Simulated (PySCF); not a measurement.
**How far are cheaper levels from CCSD(T)/CBS for SiCl⁺?**

PySCF; the state is a singlet (closed shell). The composite is CCSD(T) extrapolated to the basis-set limit from two correlation-consistent sets, with core-valence (CV) and scalar-relativistic (SR) terms as its label shows; it has no spin–orbit coupling and nothing beyond (T). Here it is CCSD(T)/CBS(TQ)+CV+SR. It gives Re = 1.945 Å, ωe = 682 cm⁻¹ and De = 5.29 eV to Si⁺ + Cl.

```json
{"level": "RHF-MP2", "basis": "def2-TZVPPD", "relativity": "no relativity", "Re (Å)": "1.954", "ωe (cm⁻¹)": "685", "De (eV)": "5.27"}
{"level": "RHF-CCSD(T)", "basis": "def2-SVP", "relativity": "no relativity", "Re (Å)": "1.972", "ωe (cm⁻¹)": "680", "De (eV)": "4.74"}
{"level": "PBE", "basis": "def2-TZVPPD", "relativity": "no relativity", "Re (Å)": "1.975", "ωe (cm⁻¹)": "642", "De (eV)": "5.45"}
{"level": "PBEsol", "basis": "STO-3G", "relativity": "no relativity", "Re (Å)": "2.040", "ωe (cm⁻¹)": "673", "De (eV)": "5.82"}
{"level": "PBEsol", "basis": "def2-TZVPPD", "relativity": "no relativity", "Re (Å)": "1.967", "ωe (cm⁻¹)": "651", "De (eV)": "5.75"}
{"level": "PW91", "basis": "def2-TZVPPD", "relativity": "no relativity", "Re (Å)": "1.973", "ωe (cm⁻¹)": "642", "De (eV)": "5.46"}
{"level": "TPSS", "basis": "pcseg-1", "relativity": "no relativity", "Re (Å)": "1.984", "ωe (cm⁻¹)": "636", "De (eV)": "4.96"}
{"level": "r²SCAN", "basis": "STO-3G", "relativity": "no relativity", "Re (Å)": "2.037", "ωe (cm⁻¹)": "677", "De (eV)": "5.35"}
{"level": "M06-L", "basis": "def2-SVP", "relativity": "no relativity", "Re (Å)": "1.981", "ωe (cm⁻¹)": "664", "De (eV)": "5.29"}
{"level": "M06-2X", "basis": "STO-3G", "relativity": "no relativity", "Re (Å)": "2.020", "ωe (cm⁻¹)": "707", "De (eV)": "4.98"}
```

Question: Give the difference of each row from the composite.

Answer: 

| level | basis | ΔRe (pm) | Δωe (%) | ΔDe (eV) |
| --- | --- | --- | --- | --- |
| RHF-MP2 | def2-TZVPPD | +0.9 | +0.4 | -0.02 |
| RHF-CCSD(T) | def2-SVP | +2.7 | -0.3 | -0.55 |
| PBE | def2-TZVPPD | +3.0 | -5.9 | +0.16 |
| PBEsol | STO-3G | +9.5 | -1.3 | +0.53 |
| PBEsol | def2-TZVPPD | +2.2 | -4.5 | +0.46 |
| PW91 | def2-TZVPPD | +2.8 | -5.9 | +0.17 |
| TPSS | pcseg-1 | +3.9 | -6.7 | -0.33 |
| r²SCAN | STO-3G | +9.2 | -0.7 | +0.06 |
| M06-L | def2-SVP | +3.6 | -2.6 | +0.00 |
| M06-2X | STO-3G | +7.5 | +3.7 | -0.31 |

Question: Which rows come closest in De?

Answer: M06-L in def2-SVP (+0.00 eV), counted from the composite.

Correlated steps freeze 10 core orbitals. Correlated levels converge slowly with the basis: in double zeta they bind strong bonds too weakly, by up to about 1 eV, and carry superposition errors of some tenths. For an ion De counts to the pair picked by the measured ionisation energies or electron affinities, which need not be the lowest pair at this level. Where the molecule has an RHF reference, its open-shell atoms are computed with UHF. STO-3G is very small, so such numbers show the basis as much as the molecule.
